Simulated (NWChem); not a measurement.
Everything below was run with NWChem. System: trimethylamine (C3H9N), charge 0, spin multiplicity 1, at a geometry optimised with PBE/def2-SVP. Level: MP2/def2-TZVP, 4 core orbitals frozen.

NWChem printed:

```
             Northwest Computational Chemistry Package (NWChem) 7.3.0
             --------------------------------------------------------

                                NWChem Input Module
                                -------------------

 Scaling coordinates for geometry "geometry" by  1.889725989
 (inverse scale =  0.529177249)

 Turning off AUTOSYM since
 SYMMETRY directive was detected!

                             Geometry "geometry" -> ""
                             -------------------------

 Output coordinates in angstroms (scale by  1.889725989 to convert to a.u.)

  No.       Tag          Charge          X              Y              Z
 ---- ---------------- ---------- -------------- -------------- --------------
    1 C                    6.0000    -0.21727000    -0.66289500     1.20457400
    2 N                    7.0000    -0.32361200     0.13561300     0.00000000
    3 C                    6.0000    -0.21727000    -0.66289500    -1.20457400
    4 C                    6.0000     0.58954000     1.26084800     0.00000000
    5 H                    1.0000     0.78493300    -1.16086800     1.32870900
    6 H                    1.0000    -0.98745100    -1.46193400     1.20376900
    7 H                    1.0000    -0.38661800    -0.02957700     2.10005700
    8 H                    1.0000     0.78493300    -1.16086800    -1.32870900
    9 H                    1.0000    -0.38661800    -0.02957700    -2.10005700
   10 H                    1.0000    -0.98745100    -1.46193400    -1.20376900
   11 H                    1.0000     1.67475600     0.96078500     0.00000000
   12 H                    1.0000     0.41939900     1.89216500    -0.89672200
   13 H                    1.0000     0.41939900     1.89216500     0.89672200

 Effective nuclear repulsion energy (a.u.)     137.7769515884

            Nuclear Dipole moment (a.u.)
            ----------------------------
        X                 Y               Z
 ---------------- ---------------- ----------------
    -0.0000037795    -0.0000075589    -0.0000000000

      Symmetry information
      --------------------

 Group name             Cs
 Group number              2
 Group order               2
 No. of unique centers     8

      Symmetry unique atoms

     1    2    4    5    6    7   11   12


 Summary of "ao basis" -> "" (spherical)
 ------------------------------------------------------------------------------
       Tag                 Description            Shells   Functions and Types
[...]
    6 H    1     0.89   0.26  0.50  0.11  0.02
    7 H    1     0.89   0.26  0.50  0.11  0.02
    8 H    1     0.92   0.26  0.49  0.14  0.02
    9 H    1     0.89   0.26  0.50  0.11  0.02
   10 H    1     0.89   0.26  0.50  0.11  0.02
   11 H    1     0.92   0.26  0.49  0.14  0.02
   12 H    1     0.89   0.26  0.50  0.11  0.02
   13 H    1     0.89   0.26  0.50  0.11  0.02

       Multipole analysis of the density wrt the origin
       ------------------------------------------------

     L   x y z        total         open         nuclear
     -   - - -        -----         ----         -------
     0   0 0 0     -0.000000      0.000000     34.000000

     1   1 0 0      0.205851      0.000000     -0.000004
     1   0 1 0     -0.086253      0.000000     -0.000008
     1   0 0 1     -0.000000      0.000000     -0.000000

     2   2 0 0    -21.857047      0.000000     35.792052
     2   1 1 0      0.848402      0.000000     36.299548
     2   1 0 1      0.000000      0.000000      0.000000
     2   0 2 0    -20.189693      0.000000    107.115806
     2   0 1 1      0.000000      0.000000      0.000000
     2   0 0 2    -19.833011      0.000000    122.379433

                   NWChem MP2 Semi-direct Energy/Gradient Module
                   ---------------------------------------------

  Basis functions       =    178
  Molecular orbitals    =    178
  Frozen core           =      4
  Frozen virtuals       =      0
  Active alpha occupied =     13
  Active beta occupied  =     13
  Active alpha virtual  =    161
  Active beta virtual   =    161
  Use MO symmetry       = T
  Use skeleton AO sym   = T

  AO/Fock/Back tols     =   1.0D-09  1.0D-09  1.0D-09

 GA uses MA = F    GA memory limited = T

 Available:
  local mem=  1.26D+08
 global mem=  1.44D+08
 local disk=  0.00D+00
  mp2_memr nvloc                   161
  nvloc new                   161
   1 passes of  13:        6291456                     169243                 112333576.
   1 passes of  13: M    126043130           G      144115832           F     119751674.

 Semi-direct pass number   1 of   1  for RHF alpha+beta  at       24.8s
  vrange nnbf                 15778
  mp2_eaftype                   428  avail_ma_in_mb                  1098
 EAF : mp2_eaftype filesize         428   56166788.
  mp2_eaf for mointskh                    428
Node 0 wrote    264.2 Mb in      0.4 s     Agg I/O rate:   630.3 Mb/s
 Done moints_semi at       43.9s
  mp2_eaftype                   428  avail_ma_in_mb                   670
 EAF : mp2_eaftype filesize         428   56166788.
  mp2_eaf for kh                   428
 Done maket at       44.6s
 Done multipass loop at       44.6s

          -------------------------------------------
          SCF energy                -173.331585961955
          Correlation energy          -0.728135627265
          Singlet pairs               -0.481705484062
          Triplet pairs               -0.246430143203
          Total MP2 energy          -174.059721589219
          -------------------------------------------

          ---------------------------------------------------
                    Spin Component Scaled (SCS) MP2
          Same spin pairs                     -0.164286762135
          Same spin scaling factor             0.333333333333
          Opposite spin pairs                 -0.563848865129
          Opposite spin scaling fact.          1.200000000000
          SCS-MP2 correlation energy          -0.731380892200
          Total SCS-MP2 energy              -174.062966854155
          ---------------------------------------------------

 -----------------------
 Performance information
 -----------------------

 Timer overhead =  9.66D-08 seconds/call

               Nr. of calls         CPU time (s)                 Wall time (s)                GFlops
             ---------------    -------------------     ------------------------------   -------------------
Name         Min   Avg   Max    Min     Avg     Max     Min     Avg     Max   Mx/calls   Min     Max     Sum
mp2: moin     1     1     1    19.     19.     19.      19.     19.     19.     19.      0.0     0.0     0.0
mp2: make     1     1     1   0.69    0.69    0.69     0.69    0.69    0.69    0.69      0.0     0.0     0.0
mp2: tota     1     1     1    20.     20.     20.      20.     20.     20.     20.      0.0     0.0     0.0

 The average no. of pstat calls per process was 3.00D+00
 with a timing overhead of 2.90D-07s

 Task  times  cpu:       44.5s     wall:       44.5s

 Total times  cpu:       44.6s     wall:       44.6s
```

Q: Write an NWChem input that would produce this output.

A: One answer among several that fit: 
```
start mol
memory heap 200 mb stack 900 mb global 1100 mb
geometry units angstroms nocenter noautoz
  C     -0.217270    -0.662895     1.204574
  N     -0.323612     0.135613     0.000000
  C     -0.217270    -0.662895    -1.204574
  C      0.589540     1.260848     0.000000
  H      0.784933    -1.160868     1.328709
  H     -0.987451    -1.461934     1.203769
  H     -0.386618    -0.029577     2.100057
  H      0.784933    -1.160868    -1.328709
  H     -0.386618    -0.029577    -2.100057
  H     -0.987451    -1.461934    -1.203769
  H      1.674756     0.960785     0.000000
  H      0.419399     1.892165    -0.896722
  H      0.419399     1.892165     0.896722
  symmetry group Cs
end
basis spherical
  * library def2-tzvp
end
scf
  rhf
  nopen 0
  maxiter 100
  thresh 1e-7
  semidirect memsize 60000000 filesize 0
end
mp2
  freeze core 4
end
task mp2 energy
```
